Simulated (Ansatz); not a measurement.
## F–CH–Ga, doublet in cc-pVDZ: errors against UCCSDT(Q)

Geometry: displaced at random from a stationary point.

```xyz
4

F     0.0800   -0.3428    2.1355
C    -0.0849    0.5890    1.1632
Ga   -0.0083   -0.0297   -0.8058
H     0.0748    1.5018    1.6256
```

Basis cc-pVDZ; Ansatz 0.2.0. Only valence electrons are correlated (noble-gas cores and the filled d shells of p-block atoms frozen), which leaves 15 electrons in 44 orbitals. R marks a restricted (for open shells ROHF) determinant, U an unrestricted one. Active spaces: frontier = (9e, 9o) about the gap. No spin–orbit coupling is included, and no scalar relativity.

Full CI isn't at hand for all of this; UCCSDT(Q) serves as the reference, and is uncertain by about the last step of the cluster series. The frozen core follows each run's orbitals, which can shift R against U totals by a few meV for light atoms and by up to 0.1 eV past Ca.

- UHF ⟨S²⟩: 0.801
- T1 diagnostic (RCCSD): 0.0244
- largest doubles amplitude (RCCSD): 0.078
- T1 diagnostic (UCCSD): 0.0265

```csv
level,E − E(UCCSDT(Q)) (meV),share of correlation (%),wall time
UHF,10291,1.19,–
UMP2,1119,89.26,–
UCCSD,285,97.27,–
UCCSD(T),51,99.51,15 s
UCCSDT,22,99.79,–
```

The correlation energy at UCCSDT(Q), counted from RHF, is -10.415 eV. That run took 4.1 min on 1 thread of Arm Neoverse V1, shared host.

Run but not shown, since their state or frozen core can't be matched to the reference's or they repeat it: RHF, RMP2, RCCSD, RCCSD(T), BCCD(T), RCCSDT, RCCSDT(Q), CASSCF (frontier space), MRCISD (frontier space), MRCISD+Q (frontier space).

Times hold each run's SCF and search for its determinant on a shared host, so for small cases they say little of a method's own cost; they ran on 1 thread of Arm Neoverse V1.
